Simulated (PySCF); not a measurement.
# B: electron affinity

B⁻ [He] 2s2 2p2 (3P) → B [He] 2s2 2p1 (2P), as a difference of total energies. Calculation: PySCF 2.14, in aug-cc-pCVTZ-DK with one added diffuse shell each of s, p, d, f type (8s7p5d3f, 75 functions); scalar relativity by spin-free X2C-1e. Correlated levels: valence and next inner shell: nothing frozen. The calculations carry no spin-orbit coupling.

Order these methods by the electron affinity they give, lowest first.
A. MP2 (valence and next inner shell)
B. CCSD (valence and next inner shell)
C. SCS-MP2 (valence and next inner shell)
D. UHF

D (-0.305 eV), C (0.059 eV), B (0.175 eV), A (0.210 eV).

Errors of the correlated levels include the incompleteness of this basis.

A negative affinity means that the anion lies above the atom at that level of theory.

For comparison: 0.280 eV (measured; photodetachment measurements, as compiled on the Wikipedia data page of electron affinities).
